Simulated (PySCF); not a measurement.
Aziridine, C2H5N, SMILES C1CN1, point group Cs.

Level: B3LYP/pcSseg-1 in PySCF (density fitting, grid level 2); geometry and Hessian at that level, cubic constants and property derivatives from steps of ±0.6 along each species' dimensionless normal coordinates, second-order vibrational perturbation theory. The parent has the commonest isotopes.

Equilibrium geometry in the parent's principal axes a, b, c (Å):

| atom | a | b | c |
| --- | --- | --- | --- |
| C1 | 0.74 | -0.43 | 0.01 |
| C2 | -0.74 | -0.43 | 0.01 |
| N3 | 0.00 | 0.84 | -0.08 |
| H4 | 1.25 | -0.68 | 0.94 |
| H5 | 1.29 | -0.71 | -0.89 |
| H6 | -1.25 | -0.68 | 0.94 |
| H7 | -1.29 | -0.71 | -0.89 |
| H8 | 0.00 | 1.31 | 0.82 |

Ground-state constants (MHz). Parent: 22735.5, 20960.0, 13293.9. A species with one ²H: 21810.7, 18876.8, 12558.8.

Which position carries the label?

Moments I = 505379/B are 22.2287, 24.1116, 38.0157 and 23.1712, 26.7724, 40.2409 u Å². With M = 43.0422 u and Δm = 1.0063 u, μ = MΔm/(M + Δm) = 0.9833 u. Kraitchman's equations give |a|, |b|, |c| = 1.288, 0.708, 0.896 Å. That is H5 or the like H7, whose equilibrium values are 1.287, 0.706, 0.890 Å.
